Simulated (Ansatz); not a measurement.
# CHBSi+ (quartet): from Hartree-Fock to the top rungs, cc-pVDZ

One table from this session's results is given with a row withheld; the runs are named, their logs left out.

Method: cc-pVDZ, core rule «outside noble gas», up to 7 orbitals frozen; program: Ansatz 0.2.0, Gaussian basis.

The runs, in order: UHF; CCSD(T) on ROHF; CCSD(T) on UHF; BCCD(T) on ROHF; CISD; CCSDT(Q) on ROHF; CCSDT(Q) on UHF.

18 further runs of the same task are left out: 5 that didn't finish, 13 set aside as unsound or not needed.

### The system

The geometry is a PBE0/def2-TZVP stationary point (not a proven minimum) of the parent state, kept for this charge and spin.

4 atoms, charge 1, spin multiplicity 4.

Atoms are counted from 1 here; the program's logs count them from 0.

Bond lengths: C1–B2 1.396 Å, B2–Si3 1.912 Å, Si3–H4 1.520 Å. Angles: C1–B2–Si3 172.2°, B2–Si3–H4 92.7°.

The first run:

The input, in.yaml:

```yaml
crystal:
  periodic: [false, false, false]
  atoms:
    - {symbol: C, position_ang: [0.000000, 0.013962, 2.143144]}
    - {symbol: B, position_ang: [0.000000, 0.080821, 0.748773]}
    - {symbol: Si, position_ang: [0.000000, -0.087981, -1.155894]}
    - {symbol: H, position_ang: [0.000000, 1.418282, -1.360996]}
basis:
  gaussian: {orbitals: cc-pVDZ}
total_charge: 1
magnetization: {spin_polarized: true, initial_magnetization: 3}
hamiltonian: {xc: hf}
output: {orbitals: {seedname: orbitals}}
```

Command:

```sh
ansatz run in.yaml --threads 1 --pin off --events-out ev --progress --plain --max-ram 2393MiB
```

Among the steps run: UHF; CCSD(T) on ROHF; CCSD(T) on UHF; BCCD(T) on ROHF; CISD; CCSDT(Q) on ROHF; CCSDT(Q) on UHF.

One of the session's tables, all rows but one given; the rest of the session is left out.

| method | from RCCSDT(Q) (meV) |
| --- | --- |
| ROHF | +6585.7 |
| UHF | +6347.3 |
| RMP2 | +1743.6 |
| UMP2 | +1837.5 |
| CISD | +957.1 |
| RCCSD | +373.2 |
| UCCSD | ? |
| RCCSD(T) | +113.7 |
| UCCSD(T) | +125.6 |
| BCCD(T) | +101.3 |
| RCCSDT | +25.0 |
| UCCSDT | +27.8 |
| RCCSDT(Q) | 0 |
| UCCSDT(Q) | -7.1 |

Estimate the missing values for UCCSD.

The run gave: from RCCSDT(Q) (meV): +394.9. In the column «from RCCSDT(Q) (meV)» it lies between RCCSD (+373.2) and CISD (+957.1).

Limits of these values: The determinant is far from a pure spin state, so its energy mixes those of several spin states (harmless only where they are near-degenerate, as at dissociation). Warnings: spin contamination; large T1 diagnostic. Restricted and unrestricted rows rest on different reference determinants; where their highest levels disagree by more than a few hundredths of an eV, they describe different states and don't form one ladder.
